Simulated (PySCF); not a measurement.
**Bond length, frequency and bond energy of B₂ by level of theory**

State: ³Σg⁻ (triplet), unpaired electrons π ↑↑. Set-up: basis B pcseg-1; no relativity; PySCF 2.14. De refers to B + B in their high-spin ground configurations, without counterpoise correction. The functionals are run spin-unrestricted. Levels whose curve was spin-contaminated or gave no clean fit are not listed.

| Level | Re (Å) | ωe (cm⁻¹) | De (eV) |
| --- | --- | --- | --- |
| ROHF | 1.438 | 1589 | -4.34 |
| ROHF-MP2 | 1.634 | 810 | 0.033 |
| ROHF-SCS-MP2 | 1.649 | 756 | -0.029 |
| ROHF-CCSD | 1.598 | 1067 | 1.82 |

(1) What does second-order correlation do here, going from ROHF to ROHF-MP2?

Correlated steps freeze 2 core orbitals. The bond is weak. Basis-set superposition, not corrected here, can be much of De in a small basis, most of all at correlated wavefunction levels. The CCSD T1 diagnostic is raised, a sign that a single reference may not be enough here. UHF is strongly spin-contaminated for B2, so the ROHF reference used there is far from stable. A negative De means that the minimum lies above the separated atoms at that level. The state is the lowest determinant that a PBE0 search found; another state may lie lower at other levels.

The whole job (state search and all levels along the bond) took about 0.75 min on 1 thread of Intel Xeon 6975P-C (shared host), peak memory 0.36 GiB.

## Answers

(1) ROHF-MP2 less ROHF: +19.6 pm in Re, -49.0 % in ωe, +4.37 eV in De. Correlation nearly always deepens the well. The bond lengthens, as in strong covalent bonds, where excitations into antibonding orbitals dominate.
